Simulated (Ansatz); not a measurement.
## Molecular dynamics of C₅H₄

input.yaml

```yaml
crystal:
  periodic: [false, false, false]
  atoms:
    - { symbol: C, position_ang: [-1.842443, 2.466117, -0.966051] }
    - { symbol: C, position_ang: [-1.118556, 1.543641, -0.6083] }
    - { symbol: C, position_ang: [-0.326821, 0.48249, -0.217454] }
    - { symbol: C, position_ang: [0.371814, -0.45003, 0.213467] }
    - { symbol: C, position_ang: [1.192025, -1.640312, 0.624878] }
    - { symbol: H, position_ang: [-2.563297, 3.253863, -1.163555] }
    - { symbol: H, position_ang: [2.329135, -1.421505, 0.440062] }
    - { symbol: H, position_ang: [0.942858, -2.526864, 0.041907] }
    - { symbol: H, position_ang: [1.023702, -1.855234, 1.697503] }
basis:
  gaussian: { orbitals: STO-3G }
hamiltonian:
  xc: pbe
  dispersion: d4
md:
  timestep: 1.0
  n_steps: 400
  ensemble: nve
  temperature: 500.0
  initial_velocities: maxwell_boltzmann
  seed: 592056
scf:
  lower_state_search: "off"
```

Command:

```bash
$ ansatz run input.yaml --threads 1 --pin off --max-ram 2048MiB --backend cpu --events-out ev --progress --plain --runs-dir out
```

It goes on from the last frame of an earlier run, with new velocities.

Output, in part (step lines, the closing report, with atoms numbered from 0):

```
md step     0: t =     0.00 fs  T =   500.0 K  F+E_penalty+E_count = -5174.98682281 eV  E_kin = 0.452410 eV  conserved = -5174.53441281 eV  (13 SCF iters)
[... lines left out ...]
Total energy: -5174.74130236 eV, -190.1682352961 hartree
Atom 0 at    -1.691860     2.516312    -0.968149 Å, force    -1.416920     1.441485    -0.766196 eV/Å
Atom 1 at    -1.177888     1.491641    -0.590453 Å, force     0.299073    -0.732356     0.282867 eV/Å
Atom 2 at    -0.482341     0.400187    -0.172961 Å, force     0.009312     0.352992     0.001281 eV/Å
Atom 3 at     0.298425    -0.446534     0.209065 Å, force     2.525688    -3.012949     0.888012 eV/Å
Atom 4 at     1.291061    -1.573090     0.587875 Å, force    -3.541241    -1.086591     0.189864 eV/Å
Atom 5 at    -2.377209     3.253951    -1.359776 Å, force     0.050618     0.472996    -0.049909 eV/Å
Atom 6 at     2.221874    -1.188642     0.917829 Å, force     1.980351     1.102855     0.339725 eV/Å
Atom 7 at     1.459306    -2.292540    -0.277985 Å, force    -0.263909     0.691290     0.775410 eV/Å
Atom 8 at     0.888636    -2.162975     1.511402 Å, force     0.357027     0.770277    -1.661053 eV/Å
Dipole moment:     0.141213    -0.177508     0.055042 e Å
```

The steps, from the saved trajectory:

```tsv
time (fs)	T (K)	potential energy less start (eV)	conserved less start (meV/atom)
0.0	500	0.000	0.00
13.0	401	0.091	0.23
26.0	307	0.187	1.38
39.0	338	0.144	-0.29
52.0	359	0.131	0.38
65.0	200	0.283	1.30
78.0	386	0.101	-0.26
91.0	194	0.285	0.85
104.0	249	0.238	1.23
117.0	326	0.154	-0.36
130.0	263	0.223	0.94
143.0	242	0.239	0.63
156.0	493	0.000	-0.71
169.0	233	0.252	1.17
182.0	348	0.139	0.13
195.0	334	0.146	-0.48
208.0	298	0.193	1.14
221.0	379	0.110	0.04
234.0	426	0.064	-0.34
247.0	159	0.321	1.47
260.0	316	0.164	-0.20
273.0	249	0.228	0.10
286.0	156	0.325	1.46
299.0	309	0.169	-0.46
312.0	353	0.132	-0.05
325.0	239	0.246	1.08
338.0	471	0.020	-0.69
351.0	299	0.187	0.62
364.0	361	0.134	0.92
377.0	462	0.030	-0.40
390.0	354	0.141	1.00
```

All steps were run. The conserved energy stayed within 1.8 meV per atom of its start (net change 0.87 meV per atom), so the integration is sound. A run of 0.4 ps of so small a system gives no equilibrium averages. Limits of this set-up: minimal basis.

The same pairs are bonded in the first frame and the last. Pairs count as bonded within 1.25 times the sum of covalent radii (0.12 Å more for H–H).

Last frame:

```xyz
9
Properties=species:S:1:pos:R:3
C -1.692 2.516 -0.968
C -1.178 1.492 -0.591
C -0.482 0.400 -0.173
C 0.298 -0.447 0.209
C 1.291 -1.573 0.588
H -2.377 3.254 -1.360
H 2.222 -1.189 0.918
H 1.459 -2.292 -0.278
H 0.889 -2.163 1.511
```

Run time: 5.3 min on 1 thread of Intel(R) Xeon(R) Platinum 8375C CPU @ 2.90GHz (Ice Lake), with other jobs on the host, peak memory 0.1 GiB.
